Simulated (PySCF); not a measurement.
Atom-mapped SMILES (the numbers label the heavy atoms): `[CH3:1][O:2][CH2:3][C:4]([NH2:5])=[O:6]`. Hydrogens are named by the atom that carries them. Ha(N5) is cis to the C=O or C=S heteroatom; Hb(N5) is trans to the C=O or C=S heteroatom.

GIAO PBE0/pcSseg-1 shifts (PySCF, gas phase, non-relativistic, equivalent atoms averaged), each against references optimised in the same way as the molecule (TMS, H2O, NH3).

On the GFN2-xTB geometry: C4 169.3, C3 76.3, C1 60.9, O6 391.9, O2 13.5, N5 112.7, Hb(N5) 6.16, Ha(N5) 4.57, H(C3) 3.77, H(C1) 3.59 ppm.

What changes on the PBE0-D3(BJ)/def2-SVP geometry?

Results:


```csv
atoms,δ (ppm),change
C4,168.2,-1.1
C3,73.2,-3.1
C1,58.6,-2.3
O6,392.6,+0.7
O2,9.9,-3.6
N5,112.0,-0.7
Hb(N5),5.97,-0.19
Ha(N5),4.30,-0.27
H(C3),3.47,-0.30
H(C1),3.35,-0.24
```

Bonds between heavy atoms that differ most (equivalent bonds averaged): O2–C3 1.408 → 1.395 Å, C1–O2 1.406 → 1.395 Å, C3–C4 1.528 → 1.520 Å, C4–N5 1.343 → 1.349 Å, C4–O6 1.210 → 1.213 Å. Mean change of bonds to hydrogen: C–H +0.009 Å, N–H +0.005 Å.
